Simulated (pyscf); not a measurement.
Structures and frequencies: ωB97X-D3(BJ)/def2-SVP in PySCF.

Question: How much does it cost (ΔH, 298 K, ωB97M-D3(BJ)/def2-TZVP) to split H₃C–N=Mo(NH₂)(OH)=N–CH₃ (SMILES C[N]=[Mo]([NH2])([OH])=[N]C) at its Mo–O bond into [H₃C–N=Mo(NH₂)=N–CH₃]• + OH•?

Answer: Mo–O to [H₃C–N=Mo(NH₂)=N–CH₃]• + OH•: 100.0 kcal/mol. The 7 functionals that were run give +98.1 (M06-2X) to +106.6 kcal/mol (PBE). The radicals are drawn with the spin at the cut bond; how far it spreads was not checked. Other isomers of [H₃C–N=Mo(NH₂)=N–CH₃]• were not searched in full and may lie lower. Left out: the spin-orbit lowering of OH. Open-shell species with a d-block atom are single-reference here; other states, and whether the spin sits on metal or ligand, were not checked. Elements past Kr carry the def2 core potentials, without spin-orbit coupling.
